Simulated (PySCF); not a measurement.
Silyl cyanide, CH3NSi.
Bonds: N1–C2 (triple), C2–Si3. Hydrogens: H4, H5, H6 on Si3.

The closed-shell ground state was solved at several levels (PySCF, density fitting, gas phase, non-relativistic). Isolated species at its PBE0-D3(BJ)/def2-SVP geometry, gas phase.

```
              level  basis functions  HOMO (eV)  LUMO (eV)  gap (eV)  dipole (D)
B3LYP/aug-cc-pVTZ-J              220      -9.60      -0.97      8.63        3.54
      B3LYP/cc-pVTZ              136      -9.53      -0.81      8.72        3.46
CAM-B3LYP/def2-SVPD               88     -11.26       0.49     11.75        3.60
       B3LYP/6-31G*               52      -9.31      -0.42      8.89        3.35
       KT2/pcSseg-2              157      -8.48      -1.64      6.84        3.48
    B3LYP/def2-TZVP              117      -9.58      -0.89      8.69        3.51
```

Task: What might PBE0/pcSseg-1 (73 basis functions) give for the same quantities?

Result: HOMO -9.84 eV, LUMO -0.56 eV, gap 9.28 eV, dipole 3.53 D.

Task: Over all these levels, which gives the widest orbital gap and which the narrowest?

Result: CAM-B3LYP/def2-SVPD (range-separated hybrid) has the widest, 11.75 eV, and KT2/pcSseg-2 (GGA) the narrowest, 6.84 eV. Functional and basis both differ between the two, so the spread mixes both effects.

Task: How much does the basis alone move the frontier levels among the 4 B3LYP rows?

Result: The HOMO by 0.29 eV and the LUMO by 0.55 eV. By rising basis size (HOMO, LUMO in eV): 6-31G* -9.31, -0.42; def2-TZVP -9.58, -0.89; cc-pVTZ -9.53, -0.81; aug-cc-pVTZ-J -9.60, -0.97.

Task: How far do the dipole and the HOMO energy spread over the levels?

Result: The dipole runs from 3.35 to 3.60 D (mean 3.50 D) and the HOMO from -11.26 to -8.48 eV.
